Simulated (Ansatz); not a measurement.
# BLYP/def2-SVPD run of CH5NSi (SMILES C[Si]N)

What is the energy change on altering one bond length of CH5NSi at BLYP/def2-SVPD? 

The results are computed with Ansatz 0.2.0.

60 further runs of the same task are left out: 60 set aside as unsound or not needed.

### 1 The structure to begin with

CH5NSi: 8 atoms, total charge 0, spin state singlet. SMILES: `C[Si]N`. Geometry: relaxed at PBE0-D4/def2-TZVP. This is one conformer, not always the lowest.

Bond lengths: C1–Si2 1.904 Å, Si2–N3 1.709 Å, C1–H4 1.094 Å, C1–H5 1.094 Å, C1–H6 1.098 Å, N3–H7 1.008 Å, N3–H8 1.010 Å. Angles: C1–Si2–N3 98.7°, Si2–C1–H4 115.0°, Si2–C1–H5 110.7°, Si2–C1–H6 107.9°, Si2–N3–H7 121.7°, Si2–N3–H8 126.1°, H4–C1–H5 108.8°, H4–C1–H6 108.0°, H5–C1–H6 106.1°, H7–N3–H8 112.1°.

### 2 The energy at BLYP/def2-SVPD

Contents of run.yaml:

```yaml
crystal:
  periodic: [false, false, false]
  atoms:
    - {symbol: C, position_ang: [-0.660000, 0.824700, -0.552100]}
    - {symbol: Si, position_ang: [0.963800, 0.653800, 0.427700]}
    - {symbol: "N", position_ang: [0.932200, -1.034400, 0.690700]}
    - {symbol: H, position_ang: [-1.026400, -0.101800, -1.004300]}
    - {symbol: H, position_ang: [-0.562500, 1.583400, -1.334100]}
    - {symbol: H, position_ang: [-1.431400, 1.195000, 0.135900]}
    - {symbol: H, position_ang: [1.651200, -1.501900, 1.220100]}
    - {symbol: H, position_ang: [0.225200, -1.675700, 0.360300]}
basis:
  gaussian: {orbitals: def2-SVPD}
hamiltonian: {xc: {name: BLYP}}
accuracy: high
output: {orbitals: {seedname: orbitals}}
```

Launch:

```
$ ansatz run run.yaml --threads 1 --pin off --max-ram 3480MiB --events-out events.jsonl --progress --plain --runs-dir runs
```

Log:

```text
Warning: RAYON_NUM_THREADS=1 ignored (pool sized by the plan → 1); use --threads N
Functional definition: BLYP
  name "BLYP"
  parameter beta = 0.0042
  parameter a = 0.04918
  parameter b = 0.132
  parameter c = 0.2533
  parameter d = 0.349
  exchange = b88_x(beta = beta)
  correlation = lyp_c(a = a, b = b, c = c, d = d)
2100 factors; integrals over basis functions are off by at most 3.5e-9 eV
mean field evaluation 1: about -10464.8146 eV, gradient 8.4e1 eV
mean field evaluation 2: about -10406.4347 eV, gradient 1.5e2 eV
mean field evaluation 4: about -10479.6099 eV, gradient 2.0e1 eV
mean field evaluation 8: about -10480.5841 eV, gradient 2.3e-1 eV
mean field evaluation 16: about -10480.5843 eV, gradient 9.8e-6 eV
mean field -10480.58427221 eV, -385.1543680086 hartree, gradient 6.8e-8 eV, S^2 0.000000; 0 other end points of the search recorded, 0 dependent functions left out
reference -10480.58432594 eV, -385.1543699829 hartree; 16, 16 occupied and 88, 88 virtual orbitals, 2100 factors
Total energy: -10480.58432594 eV, -385.1543699829 hartree
```

Run time: 5.1 s. Hardware: 1 thread of AMD EPYC 7R43 (Zen 3), shared host; peak memory 0.3 GiB.

### 3 The distorted shape

Contents of run.yaml:

```yaml
crystal:
  periodic: [false, false, false]
  atoms:
    - symbol: C
      position_ang: [-0.689251, 0.597085, -0.317495]
    - symbol: Si
      position_ang: [0.934549, 0.426185, 0.662305]
    - symbol: N
      position_ang: [0.902949, -1.262015, 0.925305]
    - symbol: H
      position_ang: [-1.055651, -0.329415, -0.769695]
    - symbol: H
      position_ang: [-0.562500, 1.583400, -1.334100]
    - symbol: H
      position_ang: [-1.460651, 0.967385, 0.370505]
    - symbol: H
      position_ang: [1.621949, -1.729515, 1.454705]
    - symbol: H
      position_ang: [0.195949, -1.903315, 0.594905]
basis:
  gaussian:
    orbitals: def2-SVPD
hamiltonian:
  xc: {name: BLYP}
accuracy: high
output: {orbitals: {seedname: orbitals}}
```

Launch:

```
$ ansatz run run.yaml --threads 1 --pin off --max-ram 3480MiB --events-out events.jsonl --progress --plain --runs-dir runs
```

Log (excerpt; [...] marks lines left out):

```text
Warning: RAYON_NUM_THREADS=1 ignored (pool sized by the plan → 1); use --threads N
[... 9 set-up lines as earlier in the session ...]
2119 factors; integrals over basis functions are off by at most 3.9e-9 eV
mean field evaluation 1: about -10464.2033 eV, gradient 8.3e1 eV
mean field evaluation 2: about -10401.2819 eV, gradient 1.5e2 eV
mean field evaluation 4: about -10478.3566 eV, gradient 2.3e1 eV
mean field evaluation 8: about -10479.7244 eV, gradient 2.9e-1 eV
mean field evaluation 16: about -10479.7247 eV, gradient 1.5e-5 eV
mean field -10479.72472246 eV, -385.1227801378 hartree, gradient 3.6e-8 eV, S^2 0.000000; 0 other end points of the search recorded, 0 dependent functions left out
reference -10479.72477714 eV, -385.1227821473 hartree; 16, 16 occupied and 88, 88 virtual orbitals, 2119 factors
Total energy: -10479.72477714 eV, -385.1227821473 hartree
```

It took 5.4 s on 1 thread of AMD EPYC 7R43 (Zen 3), shared host; peak memory 0.3 GiB.

### 4 What came out

At BLYP/def2-SVPD:

```
                                                         quantity          value
                                        first shape: total energy  -385.15437 Eh
                                         first shape: HOMO energy       -4.91 eV
                                         first shape: LUMO energy       -1.81 eV
                                       first shape: HOMO–LUMO gap        3.10 eV
                                    distorted shape: total energy  -385.12278 Eh
                                     distorted shape: HOMO energy       -4.95 eV
                                     distorted shape: LUMO energy       -1.86 eV
                                   distorted shape: HOMO–LUMO gap        3.09 eV
energy change with the C1–H5 bond stretched from 1.094 to 1.422 Å       0.860 eV
```

**Reading.** With the C1–H5 bond stretched from 1.094 to 1.422 Å the energy rises by 0.86 eV (82.9 kJ/mol). The first shape isn't relaxed at this level, so the change isn't measured from a minimum.
